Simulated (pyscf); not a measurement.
5 gas-phase steps of one pattern: addition across a multiple bond or ene-type step on the singlet surface, H–H broken and H–Mo + H–O or H–O + H–W formed. PySCF, gas phase, ωB97X-D3(BJ)/def2-SVP geometries. Electronic energies in kcal/mol, from the separated reactants; ΔE‡ at ωB97M-D3(BJ)/def2-TZVP, beside the barrier at PBE/def2-TZVP on the same structures. Rows were drawn at random from the steps of this pattern with a verified saddle, stable references and no exit in the data more than 5 kcal/mol lower.

```json
[
 {"row": "1", "step": "O=W(=O)(OH)–OH + H₂ -> O=WH(OH)(OH)–OH", "ΔE‡(PBE)": "32.2", "ΔE‡": "35.9"},
 {"row": "2", "step": "O=W(=O)(Cl)–Cl + H₂ -> O=WH(OH)(Cl)–Cl", "ΔE‡(PBE)": "33.0", "ΔE‡": "36.7"},
 {"row": "3", "step": "O=Mo(=O)(F)–F + H₂ → O=MoH(OH)(F)–F", "ΔE‡(PBE)": "34.1", "ΔE‡": "37.9"},
 {"row": "4", "step": "O=Mo(=O)(OH)–Cl + H₂ → O=MoH(OH)(OH)–Cl", "ΔE‡(PBE)": "33.8", "ΔE‡": "?"},
 {"row": "5", "step": "O=Mo(=O)(OH)–OH + H₂ → O=MoH(OH)(OH)–OH", "ΔE‡(PBE)": "37.3", "ΔE‡": "41.2"}
]
```

Question: From a straight line through the complete rows, estimate the missing barrier and say how far the line can be trusted.

Answer: Over the 4 complete rows the means are +34.2 (ΔE‡(PBE)) and 37.9 (ΔE‡); least squares gives b = 1.04 and a = 2.4 kcal/mol, with residuals of 0.0 kcal/mol (root mean square; largest 0.0, row 3). For row 4: 2.4 + 1.04 × (+33.8) = 37.6 kcal/mol. The computed barrier is 37.7 kcal/mol, 0.1 over the line. The line follows the complete rows closely. Each barrier is that of the saddle found. Elements past Kr carry the def2 core potentials, without spin-orbit coupling.
